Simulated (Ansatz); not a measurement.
Basis-set extrapolation for C₃H₈O₂ (`CC(O)CO`) (PBE0-D4/def2-TZVP geometry, frozen core, the Gaussian-basis code of Ansatz). Multiplicity 1, RHF reference.

```
                      def2-TZVPP   def2-QZVPP
                 HF  -268.088973  -268.101676
    MP2 correlation    -1.007769    -1.080448
CCSD(T) correlation    -1.083544      not run
```

Energies in hartree. Use E(X) = E(∞) + A·exp(−7.88·√X) for Hartree–Fock and E(X) = E(∞) + B·X^(−2.97) for correlation, with X = 3 and 4, and add CCSD(T) minus MP2 of the smaller set to the MP2 limit.

What is the CCSD(T) energy at the basis-set limit?

HF limit: -268.101676 + (-0.012703) × 0.13774 = -268.10343. MP2 limit: -1.080448 + (-0.072679) × 0.74074 = -1.13428. Higher-order term: -1.083544 − (-1.007769) = -0.07578. Total: -269.31349 hartree, 3.84 eV below CCSD(T)/def2-TZVPP.
